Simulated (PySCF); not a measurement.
# HCl: basis, grid and Hamiltonian

Aim: see how much the energy and properties of HCl depend on the numerical set-up.

Computed with PySCF 2.14.0. Level: each script names its method and basis.

1 further run of the same task is left out (it didn't finish).

### 1 Starting geometry

HCl: 2 atoms, charge 0, spin multiplicity 1.

Bond lengths: H1–Cl2 1.161 Å.

### 2 Base script

Input file input.py:

```python
from pyscf import gto, dft

mol = gto.M(
    atom='H 0 0 0; Cl 0 0 1.161',
    basis='x2c-tzvpall',
    charge=0,
    spin=0,
    verbose=3,
)
mf = dft.RKS(mol, xc='b3pw91')
mf = mf.sfx2c1e()
mf.kernel()
mf.stability(internal=True, external=True)
mf.dip_moment()
print('orbital energies (hartree):', mf.mo_energy[..., max(0, mol.nelec[1]-3):mol.nelec[0]+3].round(4))
```

On the command line:

```bash
$ OMP_NUM_THREADS=1 python input.py
```

The log of this run is left out.

In short: E(SCF) = -462.191982 Eh, μ = 1.12 D, internal stable; real -> complex stable; RHF/RKS -> UHF/UKS stable.

The bond length is a typed value, not an optimised one.

### 3 Def2-svpd (X2C off)

Run 1 changes basis set: x2c-tzvpall → def2-svpd; spin-free X2C: on → off.

Input file input.py:

```python
from pyscf import gto, dft

mol = gto.M(
    atom='H 0 0 0; Cl 0 0 1.161',
    basis='def2-svpd',
    charge=0,
    spin=0,
    verbose=3,
)
mf = dft.RKS(mol, xc='b3pw91')
mf.kernel()
mf.stability(internal=True, external=True)
mf.dip_moment()
print('orbital energies (hartree):', mf.mo_energy[..., max(0, mol.nelec[1]-3):mol.nelec[0]+3].round(4))
```

On the command line:

```bash
$ OMP_NUM_THREADS=1 python input.py
```

### 4 Cartesian functions on

Run 2 changes Cartesian functions: off → on.

input.py: that of step 2 with these lines changed.

```diff
@@ -7,2 +7,3 @@
     spin=0,
+    cart=True,
     verbose=3,
```

### 5 Pcseg-1 (X2C off)

Run 3 changes basis set: x2c-tzvpall → pcseg-1; spin-free X2C: on → off.

input.py: that of step 2 with these lines changed.

```diff
@@ -4,3 +4,3 @@
     atom='H 0 0 0; Cl 0 0 1.161',
-    basis='x2c-tzvpall',
+    basis='pcseg-1',
     charge=0,
@@ -10,3 +10,2 @@
 mf = dft.RKS(mol, xc='b3pw91')
-mf = mf.sfx2c1e()
 mf.kernel()
```

### 6 Cc-pvtz-dk

Run 4 changes basis set: x2c-tzvpall → cc-pvtz-dk.

input.py: that of step 2 with these lines changed.

```diff
@@ -4,3 +4,3 @@
     atom='H 0 0 0; Cl 0 0 1.161',
-    basis='x2c-tzvpall',
+    basis='cc-pvtz-dk',
     charge=0,
```

### 7 Integration grid (99, 590)

Run 5 changes integration grid: default → (99, 590).

input.py: that of step 2 with these lines changed.

```diff
@@ -11,2 +11,3 @@
 mf = mf.sfx2c1e()
+mf.grids.atom_grid = (99, 590)
 mf.kernel()
```

Before running it: what results should come out? Wanted: for each run, E(SCF); from base; gap; SCF dipole; after the SCF.

The runs gave:

```tsv
run	E(SCF) (hartree)	from base (eV)	gap (eV)	SCF dipole (D)	functions	after the SCF
base	-462.191982	0	10.30	1.12	43	stable
def2-svpd (X2C off)	-460.617791	not comparable	9.88	1.04	35	stable
Cartesian functions on	-462.193106	-0.0306	10.18	1.12	n/a	stable
pcseg-1 (X2C off)	-460.736905	not comparable	10.30	1.34	23	stable
cc-pvtz-dk	-462.197967	-0.1629	10.26	1.10	48	stable
integration grid (99, 590)	-462.191982	0.0000	10.30	1.12	43	stable
```

What this shows: No change of the SCF energy comes from integration grid (99, 590). Of the runs whose energies can be compared, “cc-pvtz-dk” moves the SCF energy most (-0.163 eV). cc-pvtz-dk (48 functions) gives an energy 0.16 eV lower than x2c-tzvpall (43).
